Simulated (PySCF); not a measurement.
**Cl2HSi: g tensor and hyperfine couplings**

Cl2HSi (doublet state).
Bonds: Cl1–Si2, Si2–Cl3. Hydrogens: H4 on Si2.

The species is `Cl[SiH]Cl` [radical].

Computed with PySCF 2.14.0, UKS B3LYP, IGLO-III on Cl Si, pcH-1 on H, non-relativistic, mean-field spin-orbit, GIAO. Isolated species at its PBE0-D3(BJ)/def2-SVP geometry, gas phase. The SCF solution wasn't tested for stability.

* g1, g2, g3: 2.00218, 2.00826, 2.00854
* g_iso: 2.00633
* Form of g: close to axial: the two nearest values differ by 4 % of g3 − g1
* ⟨S²⟩: 0.7519 (exact 0.7500)
* α and β electrons: 25, 24
* HOMO–LUMO gap, α and β orbitals: 6.24, 5.54 eV
* Total energy: -1210.61573 Eh
* Basis functions: 142

Isotropic coupling and dipolar principal values T1 to T3, in 10⁻⁴ cm⁻¹; ρ(0) is the spin density at the nucleus (1 × 10⁻⁴ cm⁻¹ = 2.998 MHz):

```tsv
atom	isotope	a_iso	of which spin–orbit	T1	T2	T3	Mulliken spin population	ρ(0) (bohr⁻³)
Cl1	35Cl	7.2	0.2	-7.0	-6.6	13.6	0.09	0.0480
Si2	29Si	-294.6	0.3	-45.4	22.4	23.0	0.73	0.9946
Cl3	35Cl	7.2	0.2	-7.0	-6.6	13.6	0.09	0.0480
H4	1H	62.8	0.0	-1.9	-0.4	2.3	0.10	0.0421
```

Largest spin populations (Mulliken): Si2 (+0.73), H4 (+0.10), Cl1 (+0.09) and Cl3 (+0.09). Si2 is the only atom above +0.15. The angles at Si2 add up to 326.2°, so it is pyramidal.

Under fast tumbling the dipolar parts average out, and these isotropic splittings remain: 1 × 1H (H4, I = 1/2, 2 lines) with 6.70 mT and 2 × 35Cl (Cl1/Cl3, I = 3/2, 7 lines) with 0.77 mT.

Main isotope only: 35Cl (natural samples also hold 24 % 37Cl, magnetic too, which adds its own pattern).

The 29Si coupling of Si2 (-883.1 MHz) shows only in satellite lines or after enrichment, since that isotope makes up about 4.7 % of natural silicon.

The run took 17 s of wall time on x86-64 server, one thread (shared host).
